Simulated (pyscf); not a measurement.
PySCF, gas phase, ωB97X-D3(BJ)/def2-SVP geometries.

**Question.** Estimate the classical barrier height and the reaction energy of `[PH3]` + `[OH][GeH3]` -> `[PH2][GeH3]` + `[OH2]` at B3LYP-D3(BJ)/def2-TZVP. The step runs on the singlet surface, breaks H–P, Ge–O and forms Ge–P, H–O; take the separated reactants as zero.

**Answer.** ΔE‡ = 167.8 kJ/mol, ΔE = +0.2 kJ/mol. CCSD(T)/def2-TZVPP + ΔMP2(QZVPP) gives 179.3 kJ/mol and -5.6 kJ/mol. Zero-point energy shifts the barrier by +2.2 kJ/mol. It is a four-centre exchange, with an imaginary mode of 588i cm⁻¹. One saddle was located; it need not be the lowest between these sides. The CCSD(T) − MP2 part came from Ansatz, without density fitting, on the same reference. The frozen core leaves the outer d or s,p core shells of the metals and heavy elements correlated in the MP2 and CC values, and def2-TZVPP describes them poorly, which can shift differences by a few kcal/mol. Elements up to Kr have no core potential and no relativistic terms here.
